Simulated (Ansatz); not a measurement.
Geometry optimisation, Ansatz, RKS revPBE/def2-SVP.

The input (input.yaml):

```yaml
crystal:
  periodic: [false, false, false]
  atoms:
    - { symbol: O, position_ang: [1.10328, -1.8567, 1.06455] }
    - { symbol: C, position_ang: [0.73284, -1.19207, 0.08465] }
    - { symbol: Si, position_ang: [-0.23847, 0.39025, -0.04239] }
    - { symbol: H, position_ang: [-1.34322, -0.04725, -0.95049] }
    - { symbol: H, position_ang: [0.69574, 1.21158, -0.87346] }
    - { symbol: H, position_ang: [-0.95017, 1.4942, 0.71714] }
total_charge: -1
basis:
  gaussian: { orbitals: def2-SVP }
hamiltonian:
  xc: revpbe
relax:
  f_tol: 0.02
  max_steps: 40
```

Launched with:

```bash
$ ansatz run input.yaml --threads 1 --pin off --max-ram 2048MiB --backend cpu --events-out ev --progress --plain --runs-dir out
```

Q: Where does it end, and by what steps?

A: It converged. Limits of this set-up: an anion without diffuse functions. After 15 steps the energy has fallen by 0.806 eV; C2 moved furthest, 0.76 Å. Parted: C2–Si3 (1.86 → 2.94 Å).

| step | energy less start (eV) | largest force component (eV/Å) | accepted |
| --- | --- | --- | --- |
| 0 | 0.0000 | 2.305 | yes |
| 1 | -0.3070 | 2.133 | yes |
| 2 | -0.5645 | 0.967 | yes |
| 3 | -0.6882 | 0.929 | yes |
| 4 | -0.6909 | 2.588 | yes |
| 5 | -0.7453 | 0.954 | yes |
| 6 | -0.5942 | 4.402 | no |
| 7 | -0.7918 | 0.320 | yes |
| 8 | -0.8023 | 0.061 | yes |
| 9 | -0.8033 | 0.032 | yes |
| 10 | -0.7927 | 0.252 | no |
| 11 | -0.8054 | 0.096 | yes |
| 12 | -0.8058 | 0.120 | yes |
| 13 | -0.8001 | 0.237 | no |
| 14 | -0.8061 | 0.021 | yes |
| 15 | -0.8061 | 0.015 | yes |

```xyz
6
Properties=species:S:1:pos:R:3
O 1.417 -2.362 1.123
C 1.127 -1.836 0.123
Si -0.420 0.670 0.111
H -1.432 0.181 -0.969
H 0.534 1.387 -0.891
H -1.227 1.959 0.504
```

Time of the run: 22 s on 1 thread of Arm Neoverse V1, with other jobs on the host, peak memory 0.12 GiB.
